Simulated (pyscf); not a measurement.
Optimised with ωB97X-D3(BJ)/def2-SVP in PySCF.

Problem. For the elementary gas-phase step methane (CH₄) + HZn–SeH → H₃C–ZnH + H₂Se (singlet surface; C–H, Se–Zn broken, C–Zn, H–Se formed), what barrier and reaction energy does M06-2X/def2-TZVP give, measured from the separated reactants?

Solution. ΔE‡ = 48.7 kcal/mol, ΔE = +35.7 kcal/mol. ωB97M-D3(BJ)/def2-TZVP gives 50.0 kcal/mol and +32.1 kcal/mol. Zero-point energy shifts the barrier by -2.4 kcal/mol. It is a four-centre exchange, with an imaginary mode of 1207i cm⁻¹. On the product side the descent ends in a complex, 5.8 kcal/mol under the separated species and 20.1 kcal/mol under the saddle at ωB97X-D3(BJ)/def2-TZVP. This is the saddle that the search found; another between the same sides may lie lower. Elements up to Kr have no core potential and no relativistic terms here.
